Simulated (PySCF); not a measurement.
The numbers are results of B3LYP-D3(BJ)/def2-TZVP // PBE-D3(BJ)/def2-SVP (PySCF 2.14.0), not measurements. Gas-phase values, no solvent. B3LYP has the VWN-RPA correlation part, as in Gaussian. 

Reference species (SMILES): `C[O]` (neutral, multiplicity 2).

```
Item            Value
-------------  ------
dipole moment  2.07 D
```

Changed species: `[SH]` (free radical SH; the reference has free radical OCH3).

Problem. Give the shifts of the dipole moment.

Solution. the dipole moment decreases by 1.21 D, to 0.86 D.
